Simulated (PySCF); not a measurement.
Compound: C5H9 (charge +1).
Z-matrix (Å and degrees, GFN2-xTB geometry), rows numbered from 1:
```
C 
C   1  1.3481
C   2  1.4231  1  125.24
C   3  1.4544  2  123.21  1     7.07
C   3  1.4547  2  118.00  1  -173.15
H   1  1.0786  2  120.61  3   178.73
H   1  1.0788  2  123.37  3     0.58
H   2  1.0835  1  118.60  3  -178.05
H   4  1.0863  3  114.35  2    23.20
H   4  1.0984  3  107.58  2   -95.96
H   4  1.0905  3  111.43  2   149.62
H   5  1.0989  3  107.53  2   -79.38
H   5  1.0910  3  112.54  2    35.45
H   5  1.0880  3  113.16  2   162.76
```

The closed-shell SCF was solved with PySCF and density fitting under several settings on one GFN2-xTB geometry (grid level 2 and gas phase unless stated).

| settings | basis functions | SCF cycles | E (Eh) | HOMO (eV) | LUMO (eV) |
| --- | --- | --- | --- | --- | --- |
| PBE0/pcSseg-1 | 130 | 13 | -195.3637 | -14.24 | -8.85 |
| wB97X-D/def2-SVPD | 172 | 13 | -195.4355 | -16.02 | -7.02 |
| BLYP/ANO-RCC-VDZP | 115 | 14 | -195.5909 | -12.88 | -9.44 |

Task: Estimate the rows for these settings: (1) HF/6-31++G**; (2) PBE/pcSseg-1, energy threshold 1e-07 Eh; (3) B97-2/aug-cc-pVDZ, grid level 4, energy threshold 1e-11 Eh.

Result: 
```tsv
settings	basis functions	SCF cycles	E (Eh)	HOMO (eV)	LUMO (eV)
HF/6-31++G**	144	11	-194.3170	-16.36	-4.84
PBE/pcSseg-1, energy threshold 1e-07 Eh	130	9	-195.3362	-13.19	-9.74
B97-2/aug-cc-pVDZ, grid level 4, energy threshold 1e-11 Eh	196	12	-195.5939	-13.91	-8.79
```

Task: Over all rows, what range does the HOMO–LUMO gap span?

Result: From 3.44 eV (BLYP/ANO-RCC-VDZP) to 11.52 eV (HF/6-31++G**). The functional of the narrowest has no exact exchange, that of the widest 100 % exact exchange.

wB97X-D ran without the empirical dispersion term, which would shift the total energy alone. Cycle counts include a coarse-grid stage where the run had one. All basis functions are spherical, in the Pople sets too. ANO-RCC sets were contracted for a scalar-relativistic Hamiltonian, but ran non-relativistically here. At HF/6-31++G** the closed-shell solution lies near or past a triplet instability.
